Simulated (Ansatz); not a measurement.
# CHAlCl (quartet): from Hartree-Fock to the top rungs, cc-pVDZ

The task here is to estimate one member of a computed series from the others.

Computed with Ansatz 0.2.0, Gaussian basis. Level: cc-pVDZ, core rule «outside noble gas», up to 11 orbitals frozen.

To be run: UHF; CCSD(T) on ROHF; CCSD(T) on UHF; BCCD(T) on ROHF; CISD; CCSDT(Q) on ROHF; CCSDT(Q) on UHF.

23 further runs of the same task are left out: 7 that didn't finish, 16 set aside as unsound or not needed.

**The geometry**

The geometry is a PBE0/def2-TZVP stationary point (not a proven minimum) of the parent state, kept for this charge and spin.

4 atoms, charge 0, spin multiplicity 4.

Atoms are counted from 1 here; the program's logs count them from 0.

Bond lengths: Al1–C2 1.982 Å, C2–Cl3 1.734 Å, C2–H4 1.089 Å. Angles: Al1–C2–Cl3 106.0°, Al1–C2–H4 143.7°, Cl3–C2–H4 110.3°.

The first run:

The input, in.yaml:

```yaml
crystal:
  periodic: [false, false, false]
  atoms:
    - {symbol: Al, position_ang: [0.000000, -0.193934, 1.685466]}
    - {symbol: C, position_ang: [0.000000, 0.906488, 0.037552]}
    - {symbol: Cl, position_ang: [0.000000, -0.214382, -1.285968]}
    - {symbol: H, position_ang: [0.000000, 1.930244, -0.333401]}
basis:
  gaussian: {orbitals: cc-pVDZ}
magnetization: {spin_polarized: true, initial_magnetization: 3}
hamiltonian: {xc: hf}
output: {orbitals: {seedname: orbitals}}
```

On the command line:

```bash
> ansatz run in.yaml --threads 1 --pin off --events-out ev --progress --plain --max-ram 2393MiB
```

Steps of the session up to this table: UHF; CCSD(T) on ROHF; CCSD(T) on UHF; BCCD(T) on ROHF; CISD; CCSDT(Q) on ROHF; CCSDT(Q) on UHF.

One table of the session follows, with a row left open; its other results are not shown here.

It belongs to the step «Misses and costs». 

```
   method  from UCCSDT(Q) (meV)
     ROHF               +8795.0
      UHF               +8651.1
     RMP2               +1173.8
     UMP2               +1197.9
     CISD               +1127.8
    RCCSD                +325.8
    UCCSD                +320.8
 RCCSD(T)                     ?
 UCCSD(T)                 +57.9
  BCCD(T)                 +55.5
   RCCSDT                 +24.4
   UCCSDT                 +23.4
RCCSDT(Q)                  +2.9
UCCSDT(Q)                     0
```

Q: Estimate the row for RCCSD(T) from the others.

The run gave: from UCCSDT(Q) (meV): +56.3. In the column «from UCCSDT(Q) (meV)» it lies between BCCD(T) (+55.5) and UCCSD(T) (+57.9).

To keep in mind: Restricted and unrestricted rows rest on different reference determinants; where their highest levels disagree by more than a few hundredths of an eV, they describe different states and don't form one ladder.
